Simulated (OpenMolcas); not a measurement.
# doublet S2O+ at 6 levels

We compute a comparison of 6 runs (UHF/def2-TZVP, UB3LYP/6-31G*, U-r2SCAN/def2-TZVP, UBHLYP/def2-TZVP, UBLYP/def2-TZVP, UPBE/def2-TZVP) of doublet S2O+. 

The calculation is run with OpenMolcas 26.06.

1 further run of the same task is left out (set aside as unsound or not needed).

**1. The structure to begin with**

S2O+ has 3 atoms, charge +1, and is taken as a doublet. As SMILES of the parent species, `O=S=S`. The shape is that of a PBE0-D4/def2-TZVP optimisation. That shape belongs to the parent species and isn't relaxed for this state.

Bond lengths: O1–S2 1.453 Å, S2–S3 1.880 Å. Angles: O1–S2–S3 117.8°.

**2. A single-point energy at UHF/def2-TZVP (run 1)**

Contents of input.xyz:

```xyz
3

O      0.451630     1.204020     0.493170
S      0.529120    -0.205510     0.148940
S     -0.980740    -0.998510    -0.642110
```

Contents of test.inp:

```
* OS2 Hartree-Fock

&gateway
  baslib=$CurrDir
  coord=input.xyz
  basis=def2-TZVP
  group=NoSym

&seward

&scf
  uhf
  charge=1
  spin=2
  thresholds=1e-10 1e-07 1e-07 1e-05
  prorbitals=0
```

The basis set def2-TZVP is read from a file made from the Basis Set Exchange's data (not shown).

Started as:

```bash
$ export MOLCAS_MEM=1860
$ pymolcas test.inp > test.log
```

Standard output:

```text
--- Start Module: gateway ---
[...]
--- Stop Module: gateway /rc=_RC_ALL_IS_WELL_ ---
--- Start Module: seward ---
[...]
      Basis functions          105
--- Stop Module: seward /rc=_RC_ALL_IS_WELL_ ---
[...]
--- Start Module: scf ---
[...]
       Convergence after  45 Iterations
[...]
::    Total SCF energy                               -869.5923382212
[...]
      Total spin, S                                     0.7484557370
[...]
      Total electronic charge=   39.000000
      Total            charge=    1.000000
[...]
      Dipole Moment (debye):
      Origin of the operator (angstrom)=   -0.0903   -0.2406   -0.0986
                   X= -1.0016E+00               Y= -2.3218E+00               Z= -1.0013E+00           Total=  2.7197E+00
      Center of Charge (angstrom)
[...]
--- Stop Module: scf /rc=_RC_ALL_IS_WELL_ ---
[...]
```

Wall time 24 s (1 thread of Arm Neoverse V2, shared host); peak memory 0.6 GiB.

**3. The energy at UB3LYP/6-31G(d) (spherical functions) (run 2)**

Contents of mol.xyz:

```xyz
3

O      0.451630     1.204020     0.493170
S      0.529120    -0.205510     0.148940
S     -0.980740    -0.998510    -0.642110
```

Contents of run.input:

```
>>> EXPORT MOLCAS_PRINT=2

&gateway
  baslib = $CurrDir
  coord = mol.xyz
  basis = 6-31Gs
  group = NoSym

&seward
  gridinput
  Grid=UltraFine
  End of Grid

&scf
  uhf
  charge = 1
  spin = 2
  ksdft = B3LYP
  thresholds = 1e-10 1e-07 1e-07 1e-05
  prorbitals = 1 1
```

The basis set 6-31G* is read from a file made from the Basis Set Exchange's data (not shown).

Started as:

```bash
$ export MOLCAS_MEM=1860
$ pymolcas run.input > run.log
```

Standard output:

```text
--- Start Module: gateway ---
[...]
--- Stop Module: gateway /rc=_RC_ALL_IS_WELL_ ---
--- Start Module: seward ---
[...]
      Basis functions           50
--- Stop Module: seward /rc=_RC_ALL_IS_WELL_ ---
--- Start Module: scf ---
[...]
       Convergence after  30 Iterations
[...]
::    Total KS-DFT energy                            -871.1607693818
[...]
      Total spin, S                                     0.5070118116
[...]
      Total electronic charge=   39.000000
      Total            charge=    1.000000
[...]
      Dipole Moment (debye):
      Origin of the operator (angstrom)=   -0.0903   -0.2406   -0.0986
                   X= -4.3504E-01               Y= -2.1646E+00               Z= -7.4168E-01           Total=  2.3291E+00
      Center of Charge (angstrom)
[...]
--- Stop Module: scf /rc=_RC_ALL_IS_WELL_ ---
[...]
```

Run time: 15 s. Hardware: 1 thread of Arm Neoverse V2, shared host; peak memory 0.38 GiB.

Runs 3 to 5 aren't shown in full; the table further down has their settings and results.

**4. A single-point energy at UPBE/def2-TZVP (run 6)**

Contents of calc.input:

```
* OS2 Kohn-Sham DFT
&GATEWAY
BasLib = $CurrDir
Coord
3
angstrom
O        0.451630       1.204020       0.493170
S        0.529120      -0.205510       0.148940
S       -0.980740      -0.998510      -0.642110
Basis = def2-TZVP
Group = NoSym
&SEWARD
GridInput
Grid=UltraFine
End of Grid
&SCF
UHF
Charge = 1
Spin = 2
KSDFT = PBE
Thresholds = 1e-10 1e-07 1e-07 1e-05
PrOrbitals = 1 2
```

The basis set def2-TZVP is read from a file made from the Basis Set Exchange's data (not shown).

Started as:

```bash
$ export MOLCAS_MEM=1860
$ pymolcas calc.input > calc.log
```

Standard output:

```text
--- Start Module: gateway ---
[...]
--- Stop Module: gateway /rc=_RC_ALL_IS_WELL_ ---
--- Start Module: seward ---
[...]
      Basis functions          105
--- Stop Module: seward /rc=_RC_ALL_IS_WELL_ ---
[...]
--- Start Module: scf ---
[...]
       Convergence after  28 Iterations
[...]
::    Total KS-DFT energy                            -870.8653822242
[...]
      Total spin, S                                     0.5030575603
[...]
      Total electronic charge=   39.000000
      Total            charge=    1.000000
[...]
      Dipole Moment (debye):
      Origin of the operator (angstrom)=   -0.0903   -0.2406   -0.0986
                   X= -5.5683E-01               Y= -2.0320E+00               Z= -7.5334E-01           Total=  2.2376E+00
      Center of Charge (angstrom)
[...]
--- Stop Module: scf /rc=_RC_ALL_IS_WELL_ ---
[...]
```

Wall time 45 s (1 thread of Arm Neoverse V2, shared host); peak memory 0.6 GiB.

**5. All runs side by side**

| run | level | integration grid | energy (Eh) | HOMO energy (eV) | LUMO energy (eV) | ⟨S²⟩ | wall time |
| --- | --- | --- | --- | --- | --- | --- | --- |
| 1 | UHF/def2-TZVP | – | -869.592338 | -19.08 | -8.13 | 1.309 | 24 s |
| 2 | UB3LYP/6-31G* (spherical functions) | UltraFine | -871.160769 | -15.71 | -13.19 | 0.764 | 15 s |
| 3 | U-r2SCAN/def2-TZVP | UltraFine | -871.178484 | -14.83 | -13.65 | 0.765 | 71 s |
| 4 | UBHLYP/def2-TZVP | UltraFine | -871.206015 | -17.37 | -11.69 | 0.803 | 52 s |
| 5 | UBLYP/def2-TZVP | UltraFine | -871.277310 | -14.42 | -13.82 | 0.755 | 46 s |
| 6 | UPBE/def2-TZVP | UltraFine | -870.865382 | -14.57 | -13.92 | 0.756 | 45 s |

**6. Outcome**

| quantity | value |
| --- | --- |
| run 6: total energy | -870.86538 Eh |
| run 6: HOMO energy (highest over α and β) | -14.57 eV |
| run 6: LUMO energy (lowest over α and β) | -13.92 eV |
| run 6: ⟨S²⟩ | 0.756 |

Totals of different functionals can't be ranked against each other. Spin contamination of the reference: run 1 ⟨S²⟩ = 1.31. All runs together took 4.2 min, the longest 71 s.
